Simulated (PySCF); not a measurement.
# Dipole moment and polarisability of 1,2-dimethyl cyclopropene

Compound: 1,2-dimethyl cyclopropene, C5H8.
Atom-mapped SMILES: `[CH3:1][C:2]1=[C:3]([CH3:4])[CH2:5]1` (hydrogens: H6, H7, H8 on C1; H9, H10, H11 on C4; H12, H13 on C5)

Cartesian coordinates in Å at the PBE0-D3(BJ)/def2-SVP level; atoms count from 1:
```
atom  x, y, z in Å
C1    -1.9126    1.1398   -1.1276
C2    -0.5747    0.6641   -0.7399
C3     0.7202    0.6563   -0.8557
C4     1.9766    1.1152   -1.4695
C5     0.1548   -0.2660    0.1844
H6    -2.5408    0.2987   -1.4648
H7    -1.8618    1.8833   -1.9362
H8    -2.4293    1.5941   -0.2663
H9     2.6513    1.5336   -0.7046
H10    2.5126    0.2705   -1.9338
H11    1.8007    1.8819   -2.2379
H12    0.1306   -1.3557    0.0022
H13    0.2508   -0.0167    1.2563
```

Level: CAM-B3LYP/def2-SVPD (PySCF), static field, nuclei fixed, core orbitals frozen in the response. The polarisability tensor in these axes (au):

```
x   74.14 -0.73 -1.79
y   -0.73 53.69 -6.50
z   -1.79 -6.50 54.69
```

Problem. What are the eigenvalues, a third of the trace, and Δα (Δα² = ½Σ(αi − αj)² over the three pairs)?

Solution. Principal values 47.55, 60.66 and 74.31 au; mean 60.84 au = 9.02 Å³ = 10.03 × 10⁻⁴⁰ C²·m²/J; Δα = 23.17 au (38 % of the mean).

Problem. What is the dipole moment, and where does it point?

Solution. (-0.05, 0.62, -0.66) D, 0.91 D in size, pointing from the negative to the positive side. Measured along this direction, the outermost atoms are H13 and H12 at the negative end and H11 and H7 at the positive end.

Problem. Find the Langevin capture rate constant for NH4+ (18.034 u) meeting this molecule (68.063 u), k = 2.342 × 10⁻⁹ cm³/s × √(α in Å³ / reduced mass in u).

Solution. The reduced mass is 14.26 u, so k = 1.86 × 10⁻⁹ cm³/s. The formula leaves out the permanent dipole, which adds to the capture rate.

Problem. Give the principal axes and the span of the nuclei along them.

Solution. Largest value along (1.00, -0.01, -0.09), where the nuclei span 5.10 Å; middle along (0.06, -0.68, 0.73), 3.75 Å; least along (0.07, 0.73, 0.68), 1.84 Å. The response follows the extents in order.

Problem. What depolarisation ratio follows for Rayleigh scattering of linearly polarised light, taking the static tensor?

Solution. ρ = 3Δα²/(45ᾱ² + 4Δα²) = 1610.2/(166562 + 2147.0) = 0.00954.

Problem. In TDDFT the mean static polarisability is Σ f/ω² over all singlet excitations (ω in hartree). How much of it do the 6 lowest give? Their energies (eV) and oscillator strengths: 6.12, 0.0032; 6.56, 0.2119; 6.94, 0.0026; 7.16, 0.0000; 7.30, 0.0191; 7.66, 0.0128.

Solution. They add up to 4.17 au, 6.9 % of the 60.84 au; the largest single term is 3.64 au, from the state at 6.56 eV. Terms in order: 0.06, 3.64, 0.04, 0.00, 0.27, 0.16 au. Higher excitations give the rest. The strengths listed sum to 0.250.

Geometry: PBE0-D3(BJ)/def2-SVP; no solvent, vibrations or thermal averaging.
